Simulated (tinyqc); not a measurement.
Inside a calculation (part 2 of 2). Method: CIS on RHF in the sto-3g basis, for H2O, spin multiplicity 1. Computed by tinyqc, a small Python program that keeps every step (integrals from PySCF). Command: `OMP_NUM_THREADS=1 python tinyqc.py 28610 28611 out.jsonl` (the two numbers bound the seeds that draw the settings). One thread of a shared host (Intel(R) Xeon(R) Processor @ 2.60GHz), about 0.06 s of CPU time with the checks.

Geometry (angstrom):
```
atom         x          y         z
O     0.000000   0.000000  0.000000
H     0.000000   0.738000  0.496000
H     0.000000  -0.690000  0.464000
```

## CIS matrix, singlets

orbital energies (hartree): MO1 -20.223152, MO2 -1.315033, MO3 -0.685570, MO4 -0.447283, MO5 -0.395614, MO6 0.687893, MO7 0.898325

Given earlier and not repeated: Two-electron integrals over orbitals (pq|rs).

A(ia,jb) = (e_a - e_i) d_ij d_ab + 2 (ia|jb) - (ij|ab).

CIS matrix A, singlet (hartree):
```
           1>6        1>7        2>6        2>7        3>6        3>7        4>6        4>7
1>6  20.176952  -0.016938   0.014618   0.006888  -0.004038  -0.025038  -0.018662  -0.002876
1>7  -0.016938  20.270513   0.006621   0.045443  -0.001270   0.007409  -0.002073  -0.031784
2>6   0.014618   0.006621   1.588897  -0.016421   0.007143   0.052099   0.049626  -0.013536
2>7   0.006888   0.045443  -0.016421   1.695041  -0.035378  -0.006771  -0.016009  -0.018961
3>6  -0.004038  -0.001270   0.007143  -0.035378   0.939474   0.021326   0.027169   0.035672
3>7  -0.025038   0.007409   0.052099  -0.006771   0.021326   1.240479   0.076728  -0.013522
4>6  -0.018662  -0.002073   0.049626  -0.016009   0.027169   0.076728   0.684778  -0.003783
4>7  -0.002876  -0.031784  -0.013536  -0.018961   0.035672  -0.013522  -0.003783   0.842825
5>6   0.000000   0.000000   0.000000   0.000000   0.000000   0.000000   0.000000   0.000000
5>7   0.000000   0.000000   0.000000   0.000000   0.000000   0.000000   0.000000   0.000000

           5>6        5>7
1>6   0.000000   0.000000
1>7   0.000000   0.000000
2>6   0.000000   0.000000
2>7   0.000000   0.000000
3>6   0.000000   0.000000
3>7   0.000000   0.000000
4>6   0.000000   0.000000
4>7   0.000000   0.000000
5>6   0.575798  -0.012713
5>7  -0.012713   0.705392
```

## CIS singlet states

dipole integrals <i|r|a> (bohr):
```
             x          y          z
1>6   0.000000   0.010286   0.038665
1>7   0.000000   0.057134  -0.006995
2>6   0.000000  -0.004562  -0.117175
2>7   0.000000  -0.195026   0.041702
3>6   0.000000  -0.811863  -0.112650
3>7   0.000000   0.130000  -0.543643
4>6   0.000000  -0.130574  -0.327779
4>7   0.000000  -0.553692   0.041460
5>6   0.078593   0.000000   0.000000
5>7  -0.012287   0.000000   0.000000
```

Diagonalise A (1 hartree = 27.211386 eV); each vector has its largest component positive (the first on a tie). The transition dipole is mu = sqrt2 sum c_ia <i|r|a>.

singlet excitation energies (eV): 15.634649  18.232760  19.228315  22.591392  25.840433  33.822123  43.473081  46.282077  548.964038  551.673963

lowest vectors:
```
      state 1    state 2    state 3    state 4    state 5    state 6
1>6  0.000000   0.000799   0.000000   0.000084   0.000201   0.001544
1>7  0.000000   0.000181   0.000000   0.001480   0.000485  -0.000383
2>6  0.000000  -0.044922   0.000000   0.019415  -0.002065  -0.166047
2>7  0.000000   0.011248   0.000000   0.008067   0.053457   0.017505
3>6  0.000000  -0.090716   0.000000  -0.306992   0.943358   0.070838
3>7  0.000000  -0.124370   0.000000   0.053835  -0.070997   0.975497
4>6  0.000000   0.986587   0.000000  -0.047918   0.068112   0.122385
4>7  0.000000   0.028356   0.000000   0.948745   0.312304  -0.023001
5>6  0.995312   0.000000  -0.096714   0.000000   0.000000   0.000000
5>7  0.096714   0.000000   0.995312   0.000000   0.000000   0.000000
```

oscillator strengths 2/3 w |mu|^2: 0.004546  0.057944  0.000371  0.081160  1.191763  0.524747

## CIS matrix, triplets

A(ia,jb) = (e_a - e_i) d_ij d_ab - (ij|ab).

CIS matrix A, triplet (hartree):
```
           1>6        1>7        2>6        2>7        3>6        3>7        4>6        4>7
1>6  20.108377  -0.011377   0.006898   0.000797  -0.003111  -0.010100  -0.022042   0.003397
1>7  -0.011377  20.221273   0.000797   0.010209  -0.010100   0.004511   0.003397  -0.004608
2>6   0.006898   0.000797   1.385755   0.006207  -0.035498  -0.101047  -0.062827   0.012524
2>7   0.000797   0.010209   0.006207   1.573677  -0.101047   0.040374   0.012524   0.008979
3>6  -0.003111  -0.010100  -0.035498  -0.101047   0.788523  -0.013935  -0.013691  -0.032832
3>7  -0.010100   0.004511  -0.101047   0.040374  -0.013935   0.956604  -0.032832   0.014223
4>6  -0.022042   0.003397  -0.062827   0.012524  -0.013691  -0.032832   0.585159  -0.014484
4>7   0.003397  -0.004608   0.012524   0.008979  -0.032832   0.014223  -0.014484   0.717625
5>6   0.000000   0.000000   0.000000   0.000000   0.000000   0.000000   0.000000   0.000000
5>7   0.000000   0.000000   0.000000   0.000000   0.000000   0.000000   0.000000   0.000000

           5>6        5>7
1>6   0.000000   0.000000
1>7   0.000000   0.000000
2>6   0.000000   0.000000
2>7   0.000000   0.000000
3>6   0.000000   0.000000
3>7   0.000000   0.000000
4>6   0.000000   0.000000
4>7   0.000000   0.000000
5>6   0.492891  -0.005612
5>7  -0.005612   0.655791
```

## CIS triplet states

Diagonalise A (1 hartree = 27.211386 eV); each vector has its largest component positive (the first on a tie).

triplet excitation energies (eV): 13.406995  15.582772  17.850228  19.196390  21.380418  25.584184  38.466325  43.256731  547.146831  550.280163

lowest vectors:
```
      state 1    state 2    state 3    state 4    state 5    state 6
1>6  0.000000   0.001127   0.000000  -0.000267   0.000161   0.000265
1>7  0.000000  -0.000120   0.000000   0.000425   0.000307  -0.000196
2>6  0.000000   0.091886   0.000000  -0.018228   0.071283   0.191694
2>7  0.000000  -0.008454   0.000000   0.038441   0.115848  -0.076427
3>6  0.000000   0.095760   0.000000   0.371213   0.908966  -0.090593
3>7  0.000000   0.108613   0.000000  -0.060906   0.106954   0.961848
4>6  0.000000   0.979907   0.000000  -0.122505  -0.067717  -0.125790
4>7  0.000000   0.101492   0.000000   0.917428  -0.373169   0.090726
5>6  0.999408   0.000000  -0.034392   0.000000   0.000000   0.000000
5>7  0.034392   0.000000   0.999408   0.000000   0.000000   0.000000
```
